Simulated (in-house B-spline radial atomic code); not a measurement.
**RPA and G0W0 on r2SCAN0: Kr**

Configuration [Ar] 3d10 4s2 4p6, mean-field start r2SCAN0. Computed with a B-spline radial code for spherical atoms: all electrons, scalar-relativistic (spin-free one-electron X2C), finite nucleus, each spin shell either full or empty, empty states to l = 9 with an (l + 1/2)⁻⁴ tail; G0W0 by contour deformation at full frequency.

Command:
```bash
python run_gw.py task.json out
```
Settings (radii: box in bohr, nucleus in fm):
```
Z                        36
electrons                36
configuration            [Ar] 3d10 4s2 4p6
hamiltonian              x2c
method                   r2scan0
lmax                     9
rms_radius               4.1884
spin_polarised           False
box_radius               40
intervals                73
```

Time taken, with all properties: 2.5 s on 1 thread of Arm Neoverse V1 (shared host).

Energies (hartree):

```json
{"term": "mean-field total", "value": "-2790.09257"}
{"term": "Hartree-Fock functional on these orbitals", "value": "-2788.26461"}
{"term": "direct second order", "value": "-2.924"}
{"term": "second-order exchange", "value": "0.84144"}
{"term": "SOSEX correction", "value": "0.77716"}
```

(1) What is the RPA correlation energy, and what remains with SOSEX?

Quasi-particle levels (eV):

| level | occupied | mean field | Σx - vxc | Σc | QP weight | G0W0 |
| --- | --- | --- | --- | --- | --- | --- |
| 4p | yes | -11.004 | -3.07 | ? | ? | ? |

G0W0 = mean field + (Σx - vxc) + Σc, with Σc (partial-wave tail included) taken at the quasi-particle energy. Only the outer levels were computed. Levels of low weight are left out.

(2) Where does G0W0 put 4p?

## Answers

(1) RPA gives -2.5507 hartree (-1.93 eV per electron); RPA + SOSEX gives -1.7736, and the second-order doubles -2.0826 hartree (no singles). RPA lacks exchange-type terms and so overcorrelates at short range.

(2) At -14.232 eV, with Σc = -0.16 eV and a quasi-particle weight of 0.906. The tabulated removal energy is 14.000 eV (NIST, measured); the calculation leaves out spin-orbit coupling, Breit and QED terms, and what these don't explain is the method's own error.
